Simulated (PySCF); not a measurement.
Species: C4H4N2.
SMILES with atom numbers: `[CH2:1]=[CH:2]/[N:3]=[CH:4]\[C:5]#[N:6]` (hydrogens: H7, H8 on C1; H9 on C2; H10 on C4)

Computed by this run: PBE0-D3(BJ)/def2-SVP geometry optimisation, gas phase (PySCF 2.14.0); density fitting, grid level 1; the optimiser is geomeTRIC in internal coordinates, started from a GFN2-xTB structure with every atom displaced at random (about 0.01 Å).

Step 1: E = -7177.2486 eV
```
atom  x, y, z in Å  |  force x, y, z in eV/Å
C1     -1.9507   -0.4912    0.1581    0.077  -0.316  -0.091
C2     -0.6993   -0.0158    0.1031    0.005  -0.137   0.001
N3      0.3463   -0.8584   -0.2593   -0.369   0.281  -0.411
C4      1.4670   -0.3721   -0.6297    0.455  -0.243   0.552
C5      1.8573    1.0199   -0.5448   -0.149  -0.244  -0.060
N6      2.1926    2.1200   -0.4037    0.026   0.127  -0.077
H7     -2.7948    0.1564    0.3902   -0.055   0.072   0.043
H8     -2.1430   -1.5480   -0.0764    0.041   0.207   0.116
H9     -0.4904    1.0461    0.2939    0.041   0.058   0.032
H10     2.2654   -1.0799   -0.9083   -0.072   0.196  -0.105
```

Step 2: E = -7177.2752 eV
```
atom  x, y, z in Å  |  force x, y, z in eV/Å
C1     -1.9517   -0.4831    0.1391   -0.026  -0.013   0.045
C2     -0.6975   -0.0175    0.0797    0.120  -0.085  -0.023
N3      0.3340   -0.8568   -0.3192   -0.006  -0.060   0.153
C4      1.5023   -0.3959   -0.5546   -0.244   0.154  -0.446
C5      1.8394    1.0088   -0.5336    0.220  -0.053   0.337
N6      2.1321    2.1285   -0.4612   -0.034   0.028  -0.114
H7     -2.7759    0.1715    0.4294   -0.012  -0.024   0.006
H8     -2.1628   -1.5272   -0.1085    0.005   0.040  -0.015
H9     -0.4649    1.0255    0.3450   -0.019   0.017  -0.073
H10     2.2955   -1.0766   -0.8931   -0.005  -0.003   0.129
```

Step 3: E = -7177.2898 eV
```
atom  x, y, z in Å  |  force x, y, z in eV/Å
C1     -1.9641   -0.5061    0.1622   -0.040   0.045   0.048
C2     -0.7285   -0.0054    0.0337    0.105   0.016   0.006
N3      0.3126   -0.8330   -0.3579    0.010   0.152   0.018
C4      1.4792   -0.3649   -0.5886    0.084  -0.152  -0.098
C5      1.8981    1.0148   -0.5049   -0.184   0.014   0.207
N6      2.2506    2.1149   -0.4006    0.004  -0.013  -0.079
H7     -2.8020    0.1302    0.4556    0.017  -0.016   0.006
H8     -2.1462   -1.5657   -0.0281   -0.005  -0.027  -0.031
H9     -0.5196    1.0562    0.2394   -0.020   0.012  -0.054
H10     2.2706   -1.0637   -0.8877    0.029  -0.031  -0.022
```

Task: Estimate the geometry and energy of step 4. (The exact step hangs on the optimiser's Hessian estimate; all steps are aligned on step 3, rigid shifts and turns removed.)

Result: E = -7177.2842 eV, largest force 0.480 eV/Å
```
atom  x, y, z in Å  |  force x, y, z in eV/Å
C1     -1.9399   -0.4879    0.1892   -0.011   0.009  -0.002
C2     -0.7135    0.0055   -0.0297   -0.040   0.006   0.061
N3      0.3146   -0.8447   -0.4001   -0.111  -0.202  -0.242
C4      1.4841   -0.3912   -0.6357   -0.010   0.163   0.451
C5      1.8504    0.9915   -0.4419    0.242   0.096  -0.182
N6      2.1584    2.0972   -0.2746   -0.027  -0.018   0.001
H7     -2.7713    0.1584    0.4780    0.029   0.015   0.001
H8     -2.1217   -1.5579    0.0737   -0.009  -0.049   0.001
H9     -0.5061    1.0818    0.0782   -0.013  -0.010   0.003
H10     2.2957   -1.0754   -0.9141   -0.049  -0.010  -0.092
```

The energy changes by +0.0056 eV. The first-order estimate −F·Δx gives -0.0276 eV and the mean of the old and new forces, exact on a quadratic surface, +0.0058 eV. The step makes an angle of 77° with the force vector and moves no atom by more than 0.164 Å. The energy falls at the start of this step and ends higher, so the step passed the lowest point of its straight line.

The cost below is that of the whole optimisation. On an Arm Neoverse V1 with one thread, shared host with 32 logical CPUs at a one-minute load of 17, this took 27 s wall and 0.42 GiB of memory at its peak.
